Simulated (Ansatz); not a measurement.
# SiH2+ (doublet): correlated methods under varied settings

What do other methods and options give for SiH2+ (doublet) at this geometry, and how long do they take?

Program: Ansatz 0.2.0, Gaussian basis. Level of theory: the settings change from run to run. These are calculated values, not measurements.

24 further runs of the same task are left out: 10 that didn't finish, 14 set aside as unsound or not needed.

## 1. The geometry

The geometry is a PBE0/def2-TZVP stationary point (not a proven minimum) of the parent state, kept for this charge and spin.

3 atoms, charge 1, spin multiplicity 2.

Atoms are counted from 1 here; the program's logs count them from 0.

Bond lengths: Si1–H2 1.486 Å, Si1–H3 1.486 Å. Angles: H2–Si1–H3 118.7°.

## 2. BCCD on UHF/cc-pVDZ

Contents of in.yaml:

```yaml
crystal:
  periodic: [false, false, false]
  atoms:
    - {symbol: Si, position_ang: [0.000000, -0.050740, 0.000000]}
    - {symbol: H, position_ang: [0.000000, 0.706913, -1.278374]}
    - {symbol: H, position_ang: [0.000000, 0.706912, 1.278374]}
basis:
  gaussian: {orbitals: cc-pVDZ}
total_charge: 1
magnetization: {spin_polarized: true, initial_magnetization: 1}
hamiltonian: {pseudopotentials: {relativity: scalar}}
correlation: {method: bccd, electrons: all}
```

On the command line:

```sh
ansatz run in.yaml --threads 1 --pin off --events-out ev --progress --plain --max-ram 2393MiB
```

The program printed:

```text
Functional definition: HF
  name "HF"
  cite "Fock, Z. Phys. 61, 126 (1930) doi:10.1007/BF01340294"
  parent pbe
  exchange = exact_x
  correlation = 0
271 factors; integrals over basis functions are off by at most 1.2e-3 eV
mean field evaluation 1: about -7898.1713 eV, gradient 6.1e0 eV
mean field evaluation 2: about -7898.1720 eV, gradient 6.1e0 eV
mean field evaluation 4: about -7898.6629 eV, gradient 4.8e-1 eV
mean field evaluation 8: about -7898.6677 eV, gradient 6.1e-4 eV
mean field evaluation 16: about -7898.6677 eV, gradient 7.2e-7 eV
mean field evaluation 32: about -7896.4384 eV, gradient 5.3e-2 eV
mean field -7898.66774207 eV, -290.2706856116 hartree, gradient 7.2e-7 eV, S^2 0.755054; 1 other end points of the search recorded, 0 dependent functions left out
determinant -7898.66774207 eV, -290.2706856116 hartree, with singles and doubles -7901.06970981 eV, -290.3589562982 hartree
determinant -7896.43763018 eV, -290.1887305114 hartree, with singles and doubles -7899.08651276 eV, -290.2860751509 hartree
reference -7898.66774207 eV, -290.2706856116 hartree; 8, 7 occupied and 20, 21 virtual orbitals, 271 factors
second order -1.83688565 eV of doubles, -0.00000000 eV of singles
cycle   1  -2.40109365 eV  change    8.7e-4 eV  update   1.8e-3
cycle   2  -2.40059484 eV  change    5.0e-4 eV  update   4.6e-4
cycle   3  -2.40054086 eV  change    5.4e-5 eV  update   1.6e-4
cycle   4  -2.40062076 eV  change   -8.0e-5 eV  update   6.1e-5
cycle   5  -2.40063058 eV  change   -9.8e-6 eV  update   1.9e-5
cycle   6  -2.40063358 eV  change   -3.0e-6 eV  update   5.3e-6
Total energy: -7901.06837564 eV, -290.3589072684 hartree
Relativity: scalar
```

It took 0.63 s on 1 thread of Arm Neoverse V2, shared host.

From the report: ⟨S²⟩ of the determinant 0.755 (pure doublet: 0.75); correlation -2.4006 eV; largest double amplitude 0.05.

## 3. CCSD on ROHF/cc-pVDZ

Changes to in.yaml since step 2:

```diff
@@ -9,4 +9,3 @@
 total_charge: 1
-magnetization: {spin_polarized: true, initial_magnetization: 1}
-hamiltonian: {pseudopotentials: {relativity: scalar}}
-correlation: {method: bccd, electrons: all}
+magnetization: {spin_polarized: false, initial_magnetization: 1}
+correlation: {method: ccsd, electrons: all}
```

Same command.

The program printed, shortened:

```text
Functional definition: HF
  name "HF"
  cite "Fock, Z. Phys. 61, 126 (1930) doi:10.1007/BF01340294"
  parent pbe
[...]
271 factors; integrals over basis functions are off by at most 1.2e-3 eV
[...]
mean field -7883.85912722 eV, -289.7264790538 hartree, gradient 1.2e-6 eV, S^2 0.750000; 1 other end points of the search recorded, 0 dependent functions left out
determinant -7883.85912722 eV, -289.7264790538 hartree, with singles and doubles -7886.30407567 eV, -289.8163292519 hartree
determinant -7881.50259942 eV, -289.6398782542 hartree, with singles and doubles -7884.32476843 eV, -289.7435910525 hartree
reference -7883.85912722 eV, -289.7264790538 hartree; 8, 7 occupied and 20, 21 virtual orbitals, 271 factors
second order -1.85059412 eV of doubles, -0.02592781 eV of singles
cycle   1  -2.44500354 eV  change   -5.5e-5 eV  update   2.3e-4
[...]
cycle   4  -2.44505318 eV  change    6.6e-6 eV  update   1.5e-5
Total energy: -7886.30418040 eV, -289.8163331007 hartree
```

Run time: 0.48 s. Hardware: 1 thread of Arm Neoverse V2, shared host.

From the report: correlation -2.4451 eV; T1 0.012; largest double amplitude 0.05.

## 4. CCSD on UHF/cc-pVDZ

Changes to in.yaml since step 3:

```diff
@@ -9,3 +9,3 @@
 total_charge: 1
-magnetization: {spin_polarized: false, initial_magnetization: 1}
-correlation: {method: ccsd, electrons: all}
+magnetization: {spin_polarized: true, initial_magnetization: 1}
+correlation: {method: ccsd, electrons: valence}
```

Launched as before.

The program printed, shortened:

```text
Functional definition: HF
  name "HF"
  cite "Fock, Z. Phys. 61, 126 (1930) doi:10.1007/BF01340294"
  parent pbe
[...]
271 factors; integrals over basis functions are off by at most 1.2e-3 eV
[...]
mean field -7883.90267512 eV, -289.7280794096 hartree, gradient 7.3e-7 eV, S^2 0.754949; 1 other end points of the search recorded, 0 dependent functions left out
determinant -7883.90267512 eV, -289.7280794096 hartree, with singles and doubles -7886.14420656 eV, -289.8104541705 hartree
determinant -7881.67857543 eV, -289.6463452536 hartree, with singles and doubles -7884.16846314 eV, -289.7378469389 hartree
5 core orbitals not correlated: weight in the atoms' cores, before any rotation towards them, 1.000 or more for the frozen orbitals, at most 0.000 for the correlated occupied ones
reference -7883.90267512 eV, -289.7280794096 hartree; 3, 2 occupied and 20, 21 virtual orbitals, 271 factors
second order -1.67160991 eV of doubles, -0.00000000 eV of singles
cycle   1  -2.24159825 eV  change   -6.7e-5 eV  update   2.3e-4
[...]
cycle   6  -2.24167946 eV  change   -4.2e-6 eV  update   6.6e-7
Total energy: -7886.14435458 eV, -289.8104596102 hartree
```

Run time: 0.33 s. Hardware: 1 thread of Arm Neoverse V2, shared host.

From the report: ⟨S²⟩ of the determinant 0.755 (pure doublet: 0.75); correlation -2.2417 eV; T1 0.014; largest double amplitude 0.05.

## 5. CASCI(3,8)/cc-pVDZ

Changes to in.yaml since step 4:

```diff
@@ -9,3 +9,4 @@
 total_charge: 1
-magnetization: {spin_polarized: true, initial_magnetization: 1}
-correlation: {method: ccsd, electrons: valence}
+magnetization: {spin_polarized: false, initial_magnetization: 1}
+correlation: {active_space: {window: {electrons: 3, orbitals: 8}, fixed_orbitals: true}}
+output: {forces: true}
```

The command is unchanged.

The program printed, shortened:

```text
Functional definition: HF
  name "HF"
  cite "Fock, Z. Phys. 61, 126 (1930) doi:10.1007/BF01340294"
  parent pbe
[...]
271 factors; integrals over basis functions are off by at most 1.2e-3 eV
[...]
mean field -7883.85912722 eV, -289.7264790538 hartree, gradient 1.2e-6 eV, S^2 0.750000; 0 other end points of the search recorded, 0 dependent functions left out
reference -7883.85912722 eV, -289.7264790538 hartree; 8, 7 occupied and 20, 21 virtual orbitals, 271 factors
state -7884.09284770 eV, -289.7350681231 hartree
[...]
Total energy: -7884.09284770 eV, -289.7350681231 hartree
Atom 0 at     0.000000    -0.050740     0.000000 Å, force     0.000000     0.161570     0.000000 eV/Å
Atom 1 at     0.000000     0.706913    -1.278374 Å, force    -0.000000    -0.080785    -0.100990 eV/Å
Atom 2 at     0.000000     0.706912     1.278374 Å, force    -0.000000    -0.080785     0.100990 eV/Å
Dipole moment:     0.000000    -0.027343    -0.000000 e Å
```

Run time: 0.15 s. Hardware: 1 thread of Arm Neoverse V2, shared host.

From the report: 76 determinants; active occupations 1.99, 1.00, 0.01, 0.00, 0.00, 0.00, 0.00, 0.00.

## 6. BCCD on UHF/cc-pVDZ

Contents of in.yaml:

```yaml
crystal:
  periodic: [false, false, false]
  atoms:
    - {symbol: Si, position_ang: [0.000000, -0.050740, 0.000000]}
    - {symbol: H, position_ang: [0.000000, 0.706913, -1.278374]}
    - {symbol: H, position_ang: [0.000000, 0.706912, 1.278374]}
basis:
  gaussian: {orbitals: cc-pVDZ}
total_charge: 1
magnetization: {spin_polarized: true, initial_magnetization: 1}
correlation: {method: bccd, electrons: all}
accuracy: high
scf: {omitted_lower_state_checks: [cluster_reference]}
```

Same command.

The program printed, shortened:

```text
Functional definition: HF
  name "HF"
  cite "Fock, Z. Phys. 61, 126 (1930) doi:10.1007/BF01340294"
  parent pbe
[...]
547 factors; integrals over basis functions are off by at most 3.1e-9 eV
[...]
mean field -7883.90269180 eV, -289.7280800223 hartree, gradient 2.0e-8 eV, S^2 0.754949; 0 other end points of the search recorded, 0 dependent functions left out
reference -7883.90269180 eV, -289.7280800223 hartree; 8, 7 occupied and 20, 21 virtual orbitals, 547 factors
second order -1.83835950 eV of doubles, -0.00000000 eV of singles
cycle   1  -2.22899320 eV  change   -3.9e-1 eV  update   4.9e-2
[...]
cycle  19  -2.40121616 eV  change   5.9e-10 eV  update   1.4e-9
Total energy: -7886.30390796 eV, -289.8163230886 hartree
Checks for a lower state left out: cluster_reference
```

Run time: 0.85 s. Hardware: 1 thread of Arm Neoverse V2, shared host.

From the report: ⟨S²⟩ of the determinant 0.755 (pure doublet: 0.75); correlation -2.4012 eV; largest double amplitude 0.05.

## 7. CCSD/cc-pVDZ

Contents of in.yaml:

```yaml
crystal:
  periodic: [false, false, false]
  atoms:
    - {symbol: Si, position_ang: [0.000000, -0.050740, 0.000000]}
    - {symbol: H, position_ang: [0.000000, 0.706913, -1.278374]}
    - {symbol: H, position_ang: [0.000000, 0.706912, 1.278374]}
basis:
  gaussian: {orbitals: cc-pVDZ}
total_charge: 1
magnetization: {spin_polarized: false, initial_magnetization: 1}
hamiltonian: {xc: {name: r2SCAN}}
correlation: {method: ccsd, electrons: valence}
```

Launched as before.

The program printed, shortened:

```text
Functional definition: r2SCAN
  name "r2SCAN"
  cite "Furness, Kaplan, Ning, Perdew & Sun, J. Phys. Chem. Lett. 11, 8208 (2020) doi:10.1021/acs.jpclett.0c02405"
  cite "Furness, Kaplan, Ning, Perdew & Sun, J. Phys. Chem. Lett. 11, 9248 (2020) doi:10.1021/acs.jpclett.0c03077"
  parent r2scan
[...]
271 factors; integrals over basis functions are off by at most 1.2e-3 eV
[...]
mean field -7897.89893732 eV, -290.2424325585 hartree, gradient 7.7e-7 eV, S^2 0.750000; 0 other end points of the search recorded, 0 dependent functions left out
[...]
5 core orbitals not correlated: weight in the atoms' cores, before any rotation towards them, 1.000 or more for the frozen orbitals, at most 0.000 for the correlated occupied ones
reference -7883.70979842 eV, -289.7209913216 hartree; 3, 2 occupied and 20, 21 virtual orbitals, 271 factors
second order -1.76997711 eV of doubles, -0.10959459 eV of singles
cycle   1  -2.25582153 eV  change   -3.8e-1 eV  update   4.4e-2
[...]
cycle   9  -2.40012170 eV  change    1.5e-6 eV  update   5.4e-6
Total energy: -7886.10992012 eV, -289.8091941670 hartree
```

It took 1.1 s on 1 thread of Arm Neoverse V2, shared host.

From the report: correlation -2.4001 eV; T1 0.017; largest double amplitude 0.05. The orbitals are Kohn-Sham ones, so correlation energy and T1 don't compare with those on Hartree-Fock orbitals.

## 8. CCSD(T)/def2-SVPD

Contents of in.yaml:

```yaml
crystal:
  periodic: [false, false, false]
  atoms:
    - {symbol: Si, position_ang: [0.000000, -0.050740, 0.000000]}
    - {symbol: H, position_ang: [0.000000, 0.706913, -1.278374]}
    - {symbol: H, position_ang: [0.000000, 0.706912, 1.278374]}
basis:
  gaussian: {orbitals: def2-SVPD}
total_charge: 1
magnetization: {spin_polarized: true, initial_magnetization: 1}
hamiltonian: {xc: {name: PBE}}
correlation: {method: ccsd_t, electrons: valence}
accuracy: high
```

Launched as before.

The program printed, shortened:

```text
Functional definition: PBE
  name "PBE"
  cite "Perdew, Burke & Ernzerhof, Phys. Rev. Lett. 77, 3865 (1996) doi:10.1103/PhysRevLett.77.3865"
  parent pbe
[...]
693 factors; integrals over basis functions are off by at most 3.6e-9 eV
[...]
mean field -7892.09441131 eV, -290.0291201621 hartree, gradient 9.3e-9 eV, S^2 0.751384; 0 other end points of the search recorded, 0 dependent functions left out
5 core orbitals not correlated: weight in the atoms' cores, before any rotation towards them, 1.000 or more for the frozen orbitals, at most 0.000 for the correlated occupied ones
reference -7881.12418863 eV, -289.6259719144 hartree; 3, 2 occupied and 32, 33 virtual orbitals, 693 factors
second order -1.86164845 eV of doubles, -0.15202419 eV of singles
cycle   1  -2.38522880 eV  change   -3.7e-1 eV  update   4.4e-2
[...]
cycle  20  -2.52489240 eV  change   4.4e-10 eV  update  5.2e-10
perturbative correction -0.04577736 eV, -0.0016822871 hartree
Total energy: -7883.69485839 eV, -289.7204422856 hartree
```

It took 1.8 s on 1 thread of Arm Neoverse V2, shared host.

From the report: ⟨S²⟩ of the determinant 0.751 (pure doublet: 0.75); correlation -2.5707 eV; T1 0.023; largest double amplitude 0.05. The orbitals are Kohn-Sham ones, so correlation energy and T1 don't compare with those on Hartree-Fock orbitals.

## 9. CCSD/aug-cc-pVDZ

Changes to in.yaml since step 8:

```diff
@@ -7,3 +7,3 @@
 basis:
-  gaussian: {orbitals: def2-SVPD}
+  gaussian: {orbitals: aug-cc-pVDZ}
 total_charge: 1
@@ -11,3 +11,3 @@
 hamiltonian: {xc: {name: PBE}}
-correlation: {method: ccsd_t, electrons: valence}
-accuracy: high
+correlation: {method: ccsd, electrons: outside_noble_gas}
+output: {forces: true}
```

Launched as before.

The program printed, shortened:

```text
Functional definition: PBE
  name "PBE"
  cite "Perdew, Burke & Ernzerhof, Phys. Rev. Lett. 77, 3865 (1996) doi:10.1103/PhysRevLett.77.3865"
  parent pbe
[...]
446 factors; integrals over basis functions are off by at most 7.8e-4 eV
[...]
mean field -7894.57070131 eV, -290.1201221408 hartree, gradient 8.3e-6 eV, S^2 0.751412; 0 other end points of the search recorded, 0 dependent functions left out
5 core orbitals not correlated: weight in the atoms' cores, before any rotation towards them, 1.000 or more for the frozen orbitals, at most 0.000 for the correlated occupied ones
reference -7883.64546361 eV, -289.7186270607 hartree; 3, 2 occupied and 37, 38 virtual orbitals, 446 factors
second order -1.84678829 eV of doubles, -0.14776124 eV of singles
cycle   1  -2.37411593 eV  change   -3.8e-1 eV  update   4.5e-2
[...]
cycle  10  -2.51811703 eV  change   -1.6e-6 eV  update   1.5e-6
[...]
Total energy: -7886.16358064 eV, -289.8111661549 hartree
Atom 0 at     0.000000    -0.050740     0.000000 Å, force    -0.000000    -0.096018    -0.000000 eV/Å
Atom 1 at     0.000000     0.706913    -1.278374 Å, force     0.000000     0.048009    -0.201798 eV/Å
Atom 2 at     0.000000     0.706912     1.278374 Å, force     0.000000     0.048009     0.201798 eV/Å
Dipole moment:     0.000000    -0.010213    -0.000000 e Å
```

Wall time 2.1 s (1 thread of Arm Neoverse V2, shared host).

From the report: ⟨S²⟩ of the determinant 0.751 (pure doublet: 0.75); correlation -2.5181 eV; T1 0.023; largest double amplitude 0.05. The orbitals are Kohn-Sham ones, so correlation energy and T1 don't compare with those on Hartree-Fock orbitals.

## 10. BCCD(T) on UHF/STO-3G

Changes to in.yaml since step 9:

```diff
@@ -7,7 +7,6 @@
 basis:
-  gaussian: {orbitals: aug-cc-pVDZ}
+  gaussian: {orbitals: STO-3G}
 total_charge: 1
 magnetization: {spin_polarized: true, initial_magnetization: 1}
-hamiltonian: {xc: {name: PBE}}
-correlation: {method: ccsd, electrons: outside_noble_gas}
+correlation: {method: bccd_t, electrons: valence}
 output: {forces: true}
```

The command is unchanged.

The program printed, shortened:

```text
Functional definition: HF
  name "HF"
  cite "Fock, Z. Phys. 61, 126 (1930) doi:10.1007/BF01340294"
  parent pbe
[...]
115 factors; integrals over basis functions are off by at most 1.4e-5 eV
[...]
mean field -7795.16469259 eV, -286.4670187001 hartree, gradient 3.5e-6 eV, S^2 0.751712; 2 other end points of the search recorded, 0 dependent functions left out
determinant -7795.16469259 eV, -286.4670187001 hartree, with singles and doubles -7796.32327645 eV, -286.5095958719 hartree
determinant -7792.53203946 eV, -286.3702704823 hartree, with singles and doubles -7793.94025101 eV, -286.4220213020 hartree
5 core orbitals not correlated: weight in the atoms' cores, before any rotation towards them, 1.000 or more for the frozen orbitals, at most 0.000 for the correlated occupied ones
reference -7795.16469259 eV, -286.4670187001 hartree; 3, 2 occupied and 3, 4 virtual orbitals, 115 factors
second order -0.72797946 eV of doubles, -0.00000000 eV of singles
cycle   1  -1.15891258 eV  change   -3.3e-4 eV  update   5.9e-4
[...]
cycle   6  -1.15880533 eV  change   -5.8e-7 eV  update   1.1e-6
perturbative correction -0.01221751 eV, -0.0004489851 hartree
[...]
Total energy: -7796.33571542 eV, -286.5100529957 hartree
Atom 0 at     0.000000    -0.050740     0.000000 Å, force     0.000000    -0.036855    -0.000000 eV/Å
Atom 1 at     0.000000     0.706913    -1.278374 Å, force    -0.000000     0.018428     0.131726 eV/Å
Atom 2 at     0.000000     0.706912     1.278374 Å, force     0.000000     0.018428    -0.131726 eV/Å
Dipole moment:    -0.000000    -0.069984    -0.000000 e Å
```

Run time: 0.24 s. Hardware: 1 thread of Arm Neoverse V2, shared host.

From the report: ⟨S²⟩ of the determinant 0.752 (pure doublet: 0.75); correlation -1.1710 eV; largest double amplitude 0.07.

## 11. The runs in one table

Where basis and cores are those of an earlier FCI/cc-pVDZ run (-7886.1967 eV), and the state is the same kind, the miss against it is given.

```
                               level         correlated  functions  energy (eV)  from FCI (meV)    time
BCCD on UHF/cc-pVDZ (relativity set)                all         28   -7901.0684                  0.63 s
                CCSD on ROHF/cc-pVDZ                all         28   -7886.3042                  0.48 s
                 CCSD on UHF/cc-pVDZ            valence         28   -7886.1444            52.4  0.33 s
                  CASCI(3,8)/cc-pVDZ                            28   -7884.0928          2103.9  0.15 s
                 BCCD on UHF/cc-pVDZ                all         28   -7886.3039                  0.85 s
   CCSD/cc-pVDZ (on r2SCAN orbitals)            valence         28   -7886.1099            86.8   1.1 s
 CCSD(T)/def2-SVPD (on PBE orbitals)            valence         40   -7883.6949                   1.8 s
  CCSD/aug-cc-pVDZ (on PBE orbitals)  outside noble gas         45   -7886.1636                   2.1 s
               BCCD(T) on UHF/STO-3G            valence         11   -7796.3357                  0.24 s
```

## 12. Outcome

| quantity | value |
| --- | --- |
| runs | 9 |
| quickest | CASCI(3,8)/cc-pVDZ, 0.15 s |
| slowest | CCSD/aug-cc-pVDZ (on PBE orbitals), 2.1 s |

What this shows: Total energies in different bases, with other cores or another treatment of relativity can't be set against each other. CCSD/aug-cc-pVDZ (on PBE orbitals) took 14 times as long as CASCI(3,8)/cc-pVDZ; the jobs differ in more than the method. Among the correlated runs with a miss given, it spans +52 to +87 meV. Hartree-Fock, CASSCF and CASCI lack dynamic correlation by design. Cores frozen from Kohn-Sham orbitals shift the total energy.
